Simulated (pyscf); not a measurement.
**Routes from `[SH][In]` [singlet] + `[OH2]`**

Candidate steps break at most two bonds and form at most two. Each was searched with GFN2-xTB (tblite) first. Optimised with ωB97X-D3(BJ)/def2-SVP in PySCF. Energies: ωB97M-D3(BJ)/def2-TZVP, kcal/mol, from the separated reactants, singlet surface; ΔG‡ with ideal gas, 1 atm, RRHO with modes under 100 cm⁻¹ raised to 100, one conformer, R ln 2 for chiral ones without a mode under 150 cm⁻¹.

```
products                                type   ΔE‡     ΔE  ΔG‡ 298 K  ΔG‡ 900 K  ν‡ (cm⁻¹)
----------------------  --------------------  ----  -----  ---------  ---------  ---------
HO–In [singlet] + H₂S   four-centre exchange   5.3   +8.7          –          –       488i
HS–O–In [singlet] + H₂       multi-bond step  96.7  +39.3      101.1      119.6      1375i
```

A dash marks a saddle under its separated products, where this table gives no free-energy barrier. Row 1: On the reactant side the descent ends in a bound adduct (not fully relaxed), 11.1 kcal/mol under the separated species and 17.3 kcal/mol under the saddle at ωB97X-D3(BJ)/def2-TZVP. On the product side the descent ends in a bound adduct, 9.5 kcal/mol under the separated species and 2.5 kcal/mol under the saddle at ωB97X-D3(BJ)/def2-TZVP. Row 2: On the reactant side the descent ends in a bound adduct, 11.1 kcal/mol under the separated species and 110.7 kcal/mol under the saddle at ωB97X-D3(BJ)/def2-TZVP. On the product side the descent ends in an adduct with a In–S contact, 1.2 kcal/mol under the separated species and 60.9 kcal/mol under the saddle at ωB97X-D3(BJ)/def2-TZVP. 

Plain bond fissions and candidates not yet searched are not listed, and one of them may be faster. Each barrier is that of the saddle found; lower ones may exist. Elements past Kr carry the def2 core potentials, without spin-orbit coupling.
